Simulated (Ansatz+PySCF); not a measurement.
A calculation with PySCF 2.14.0.

```python
from pyscf import gto, scf, cc

mol = gto.M(atom="""
O 0.000000 0.000000 -0.119660
H 0.000000 1.508350 1.076960
H 0.000000 -0.754170 0.478650
""", basis='6-31g*', charge=0, spin=0)
mf = scf.UHF(mol)
mf.kernel()
mycc = cc.CCSD(mf, frozen=1).run()
et = mycc.ccsd_t()
print(mf.e_tot, mycc.e_corr, et, mycc.e_tot + et)
```

The script is written out from the run's settings.

Output:

* Converged: yes
* Reference energy: -75.79581 hartree
* CCSD correlation energy: -0.25568 hartree
* Triples correction: -0.00982 hartree
* Total energy: -76.06131 hartree

The reference isn't the lowest determinant (another lies 2.37 eV lower), but the same method gives a higher total on the lower determinant. Caution: large amplitudes, a single reference is doubtful.
